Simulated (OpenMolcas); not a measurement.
# CH3Al (SMILES C[Al]): the HOMO–LUMO gap, rung by rung

The species is CH3Al (5 atoms), meant as a singlet with charge 0. As SMILES, `C[Al]`. The coordinates come from a PBE0-D4/def2-TZVP relaxation.

Each level gives the HOMO–LUMO gap (eV). The values are calculated.

| level | kind | program | value (eV) | CPU time |
| --- | --- | --- | --- | --- |
| HF/cc-pVTZ | Hartree–Fock | OpenMolcas | 8.80 | 27 s |
| PBE/cc-pVTZ | GGA | OpenMolcas | 2.56 | 32 s |
| revPBE/cc-pVTZ | GGA | OpenMolcas | 2.58 | 52 s |
| M06-L/cc-pVTZ | meta-GGA | OpenMolcas | 2.98 | 68 s |
| r2SCAN/cc-pVTZ | meta-GGA | OpenMolcas | 2.88 | 64 s |
| M06-2X/cc-pVTZ | hybrid meta-GGA | OpenMolcas | 5.84 | 44 s |
| PBE0/cc-pVTZ | global hybrid | OpenMolcas | 4.21 | 37 s |
| B2PLYP/cc-pVTZ | double hybrid | OpenMolcas | 5.98 | 32 s |

The values span 2.56 to 8.80 eV. Orbital gaps aren't excitation energies, and those of double hybrids come from the SCF part alone; they tend to grow with the share of exact exchange. Times are those of the runs behind each value, whatever else they computed, on shared processors of several kinds: orders of magnitude only.
